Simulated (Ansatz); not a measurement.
# AlSiH₄+: single points off equilibrium

One table from this session's results is given with a row withheld; the runs are named, their logs left out.

Method: single points in def2-TZVPP; program: Ansatz 0.2.0, Gaussian basis.

Correlated methods freeze the cores.

## The starting structure

6 atoms, charge 1, spin multiplicity 1.

Atoms are counted from 1 here; the program's logs count them from 0.

Bond lengths: Al1–Si2 2.488 Å, Al1–H3 1.677 Å, Al1–H4 1.607 Å, Si2–H5 1.574 Å, Si2–H6 1.418 Å. Angles: Si2–Al1–H3 111.4°, Si2–Al1–H4 122.2°, H3–Al1–H4 126.3°, Al1–Si2–H5 122.1°, Al1–Si2–H6 129.8°, H5–Si2–H6 107.6°.

Geometry (Å):

```xyz
6
charge 1, multiplicity 1
Al   -0.2840   -1.2938   -0.0556
Si    0.2265    1.1412   -0.0090
H    -1.6345   -1.6546    0.8707
H     0.5822   -2.3348   -0.9206
H     1.3812    1.7711   -0.8742
H    -0.2695    2.1566    0.8483
```

The first run:

The input, run/in.yaml:

```yaml
crystal:
  periodic: [false, false, false]
  atoms:
    - {symbol: Al, position_ang: [-0.284000, -1.293800, -0.055600]}
    - {symbol: Si, position_ang: [0.226500, 1.141200, -0.009000]}
    - {symbol: H, position_ang: [-1.634500, -1.654600, 0.870700]}
    - {symbol: H, position_ang: [0.582200, -2.334800, -0.920600]}
    - {symbol: H, position_ang: [1.381200, 1.771100, -0.874200]}
    - {symbol: H, position_ang: [-0.269500, 2.156600, 0.848300]}
basis:
  gaussian: {orbitals: def2-TZVPP}
total_charge: 1
correlation: {method: ccsd_t}
output: {forces: true}
```

The command line of these runs was not kept.

Steps of the session up to this table: CCSD(T)/def2-TZVPP; PBE0-D4/def2-TZVPP; wB97M-V/def2-TZVPP; r2SCAN-D4/def2-TZVPP; PBE-D4/def2-TZVPP; SPW92/def2-TZVPP; wB97X-V/def2-TZVPP.

One of the session's tables, all rows but one given; the rest of the session is left out.

```
   method  RMS force component (eV/Å)  angle to CCSD(T) forces (°)
  CCSD(T)                       0.999                    reference
  PBE0-D4                       0.973                          3.8
  wB97M-V                           ?                            ?
r2SCAN-D4                       0.971                          3.1
   PBE-D4                       0.930                          9.3
    SPW92                       0.903                         13.0
  wB97X-V                       1.007                          1.2
```

Estimate the missing values for wB97M-V.

As computed: RMS force component (eV/Å): 1.020; angle to CCSD(T) forces (°): 2.8. In the column «RMS force component (eV/Å)» it is the highest.
